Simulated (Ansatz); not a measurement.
Crystal: Os₂O₅, cubic X2O5 type, 14 atoms in the cell.

Space group Pn-3m, simple cubic cell, positions in fractions of the edge: Os (0 0 0), (0.5 0.5 0), (0.5 0 0.5), (0 0.5 0.5); O (0.5 0 0), (0 0.5 0), (0 0 0.5), (0.5 0.5 0.5), (0.75 0.75 0.25), (0.75 0.25 0.75), (0.25 0.75 0.75), (0.75 0.25 0.25), (0.25 0.75 0.25), (0.25 0.25 0.75).

Theory: PBE, plane waves, PAW datasets (generated soft set 1) in Ansatz 0.2.0 development build.

Cutoff 420 eV; k-mesh 22×22×22 Γ-centred; Fermi–Dirac smearing of 0.0612 eV; no spin polarisation; no spin–orbit coupling.

The fit to the energies gives V₀ = 9.026 Å³/atom (a₀ = 5.018 Å), B₀ = 273 GPa, B₀′ = 4.69.

(1) What pressure does the program print at V = 9.390 Å³/atom, and how far above the lowest computed point (V = 9.029 Å³/atom) does the energy lie?

Answers

(1) -9.84 GPa and 11.61 meV/atom. All points:

```csv
V (Å³/atom),a (Å),E − E(min) (meV/atom),P (GPa)
8.487,4.9162,30.75,19.39
8.668,4.9508,13.06,12.14
8.848,4.9849,3.08,5.68
9.029,5.0186,0.00,-0.10
9.209,5.0519,3.07,-5.25
9.390,5.0847,11.61,-9.84
9.570,5.1171,25.06,-13.94
```

The published all-electron PBE values for this crystal (mean of FLEUR and WIEN2k, k-spacing 0.06 Å⁻¹; Bosoni et al., Nat. Rev. Phys. 6, 45 (2024)) are V₀ = 9.026 Å³/atom, B₀ = 273.6 GPa, B₀′ = 4.71.

The stress includes the program's correction for the finite plane-wave basis.

This cubic structure is a model: it isn't the usual form of the substance at ambient conditions, and such phases are metastable or hypothetical. Spin polarisation is left out, and a magnetic state may lie lower.
